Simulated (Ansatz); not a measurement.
Rutile TiO₂ was calculated with r²SCAN+rVV10 in Ansatz (plane waves, PAW).

Run with plane-wave cutoff 560 eV, 8×8×12 k mesh (along the axes of the cell as run), Fermi–Dirac smearing 0.01 eV, no spin polarisation, scalar-relativistic PAW data made under PBE.

Computed points:

```
V (Å³/atom)  E − E_lowest (meV/atom)
-----------  -----------------------
9.923                          13.22
10.130                          3.17
10.336                          0.00
10.543                          2.93
10.750                         11.23
```

Q: Fit the third-order Birch–Murnaghan equation and give B0 and B′.

A: V0 = 10.336 Å³/atom, B0 = 236 GPa, B′ = 5.1 (fit to the energies at full precision).

Shape and atoms are relaxed at each volume.

Measured, for comparison: bulk modulus 212 ± 1 GPa (room temperature, not corrected to a static lattice, adiabatic, from measured elastic constants, our sources range from 210 to 239; as tabulated in Elasticity of TiO2 rutile to 1800 K). Computed (rounded) less measured: bulk modulus not scored (sources differ).

Note: the bulk modulus comes from volumes at which shape and atoms were relaxed.

Ansatz is a first-principles code.
